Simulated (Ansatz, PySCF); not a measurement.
System: HO₂, charge 0, multiplicity 2. It need not be the lowest isomer of its formula. 
Structure (B3LYP-D3(BJ)/def2-TZVP (Ansatz, an electronic-structure program) minimum search):
```
O
H 1 0.9780
O 1 1.3260 2 105.56
```
Charge 0, spin multiplicity 2.

Property: atomisation energy (electronic, to ground-state atoms), in kcal/mol. Cores are frozen in the correlated levels unless marked. Open shells are spin-unrestricted. Spin-orbit coupling is left out. No relativistic terms. The coupled-cluster limit lacks core correlation, which all-electron functionals hold. Basis-set limits of correlation are two-point, X^-3; Hartree-Fock from the larger set.

```csv
level,program,atomisation energy (kcal/mol)
SVWN5/def2-TZVPD,Ansatz,234.8
revPBE/def2-TZVPD,Ansatz,183.4
BP86-D3(BJ)/def2-TZVPD,PySCF + dftd3,(withheld)
TPSS-D3(BJ)/def2-TZVPD,PySCF + dftd3,180.4
PBE0/STO-3G,Ansatz,181.6
PBE0-D3(BJ)/def2-TZVPD,Ansatz + dftd3,175.4
PBE0/def2-TZVP,Ansatz,174.7
r2SCANh-D4/def2-TZVPD,Ansatz + dftd4,173.5
r2SCAN0-D4/def2-TZVPD,Ansatz + dftd4,164.7
HSE06-D4/def2-TZVPD,Ansatz + dftd4,(withheld)
B2GP-PLYP-D3(BJ)/def2-TZVPD,Ansatz + dftd3,168.5
B2GP-PLYP-D4/def2-TZVPD,Ansatz + dftd4,168.5
B2PLYP-D3(BJ)/def2-TZVPD,Ansatz + dftd3,(withheld)
PBE-QIDH/def2-TZVPD,Ansatz,(withheld)
SCS-MP2/def2-QZVPP,Ansatz,172.1
"CCSD(T)/CBS(aug-cc-pVTZ,aug-cc-pVQZ)",Ansatz,175.0
```

### Question
Some entries are withheld; supply them.

### Answer

- BP86-D3(BJ)/def2-TZVPD, atomisation energy (kcal/mol): 196.6
- HSE06-D4/def2-TZVPD, atomisation energy (kcal/mol): 175.8
- B2PLYP-D3(BJ)/def2-TZVPD, atomisation energy (kcal/mol): 172.7
- PBE-QIDH/def2-TZVPD, atomisation energy (kcal/mol): 165.4
